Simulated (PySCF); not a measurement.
# Property card for `CC#CCS`

Species: C4H6S.
Atom-mapped SMILES: `[CH3:1][C:2]#[C:3][CH2:4][SH:5]` (hydrogens: H6, H7, H8 on C1; H9, H10 on C4; H11 on S5)

Structure used (PBE0-D3(BJ)/def2-SVP), in Å, numbered top down from 1:
```
atom  x, y, z in Å
C1    -2.188    0.572    0.116
C2    -0.878   -0.047   -0.004
C3     0.214   -0.561   -0.119
C4     1.532   -1.161   -0.223
S5     2.849   -0.005   -0.756
H6    -2.709    0.591   -0.853
H7    -2.103    1.610    0.473
H8    -2.824    0.024    0.829
H9     1.539   -1.953   -0.990
H10    1.823   -1.637    0.726
H11    2.676    0.875    0.252
```

Structural features include: alkyne and thiol.

PBE0-D3(BJ)/def2-SVP geometry optimisation, gas phase (PySCF):

```yaml
Rotational_constants_A_B_C: 15.309, 1.478, 1.380 GHz
```

CAM-B3LYP/def2-SVPD ground state, ΔSCF and vertical TDDFT (core frozen in the response) (PySCF):

```yaml
Dipole_moment: 1.81 D
HOMO_energy: -8.24 eV
LUMO_energy: 0.93 eV
HOMO–LUMO_gap: 9.17 eV
Lowest_singlet_excitation: 5.41 eV (229 nm, f = 0.001)
Strongest_line_among_the_10_lowest_singlet_transitions: S2 at 5.98 eV (207 nm, f = 0.051)
Lowest_triplet_excitation_Tamm–Dancoff: 4.90 eV
Static_isotropic_polarisability: 71.4 au
Vertical_ionisation_energy: 9.17 eV
Electronic_spatial_extent_⟨r²⟩_about_the_centre_of_nuclear_charge: 840 bohr²
```

From CAM-B3LYP/pcSseg-2 ground state and GIAO shieldings, non-relativistic (PySCF):

```yaml
13C_chemical_shifts_computed_TMS_as_zero_by_class: 87.9 (C2), 86.0 (C3), 17.8 (C4), 3.1 (C1) ppm
1H_chemical_shifts_computed_TMS_as_zero_by_class: 3.01 (H9/H10), 2.00 (H11), 1.82 (H6/H7/H8) ppm
Isotropic_shieldings_of_nuclei_other_than_C_and_H_by_class: 514 (S5) ppm
```

Monoisotopic mass (most abundant isotopes): 86.0190 u.

S1 lies 3.76 eV below the HOMO–LUMO gap; its leading configuration is HOMO→LUMO, weight 0.54. The dipole matches unit charges of opposite sign 0.38 Å apart (1 e·Å = 4.8032 D). The 10 singlets span 5.41 to 7.50 eV, and their oscillator strengths add up to 0.12. The ΔSCF ionisation energy exceeds −ε(HOMO) by 0.93 eV with CAM-B3LYP.

One conformer (not necessarily the lowest) at the PBE0-D3(BJ)/def2-SVP geometry, without solvent or vibrations. NMR classes are plain means over equivalent atoms (diastereotopic ones count apart unless rotation or inversion swaps them), as if these changed places fast; in this geometry the members of some classes differ.

For the NMR shielding job (CAM-B3LYP/pcSseg-2), hardware: one thread, Arm Neoverse V2, on a shared host. Cost: 41 s.
